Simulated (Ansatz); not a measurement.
# Relative stability

The two ends of one reaction step of H3SO, doublet (PBE0-D4/def2-TZVP).

A:

```
atom    x (Å)    y (Å)    z (Å)
  H1   0.1990  -0.3258   1.4158
  O2   0.0453  -0.8299  -1.0579
  S3  -0.3056   0.7284   0.7608
  H4  -0.8355  -0.6895  -1.4343
  H5   0.8969   1.1169   0.3155
```

B:

H1  (-0.107, -1.432, 0.076)
O2  (0.098, -0.819, -0.636)
S3  (-0.232, 1.347, 1.080)
H4  (-0.743, -0.632, -1.063)
H5  (0.984, 1.536, 0.543)
(Å)

Program: Ansatz 0.2.0. Basis: def2-TZVPP. Cores are frozen in the correlated methods; orbitals are unrestricted. B3LYP uses VWN-RPA correlation.

Q: Which structure is lower at CCSD(T), and by how much? (An estimate is asked for; the value comes from the calculation.)

A: The calculation gives: B, by 1.267 eV (electronic energy, against the other). By their contacts, A is a complex of H₂S + OH and B is a complex of H₂O + HS.

All methods give the same order:

```csv
method,E(B) − E(A) (eV)
SPW92,-0.947
PBE-D4,-0.945
BLYP-D4,-0.936
r2SCAN-D4,-0.996
B97M-V,-1.009
PBE0-D4,-1.060
B3LYP-D4,-1.042
r2SCAN0-D4,-1.081
BHLYP-D4,-1.133
CAM-B3LYP-D4,-1.137
wB97X-V,-1.125
wB97M-V,-1.145
B2PLYP,-1.187
PBE-QIDH,-1.247
RPA on PBE,-1.072
HF,-1.150
MP2,-1.521
CCSD,-1.289
CCSD(T),-1.267
```

The T1 diagnostic stays at or below 0.028. ⟨S²⟩ of the unrestricted Hartree–Fock references: 0.76 (a pure state has 0.75).

For scale, one of the runs: CCSD(T)/def2-TZVPP, 115 basis functions, launched by `ansatz run in.yaml --threads 2 --pin off --events-out ev --progress --plain --max-ram 4352MiB`. Hardware: 2 CPU threads, shared host. Wall time 16 s; peak host memory 0.93 GiB.
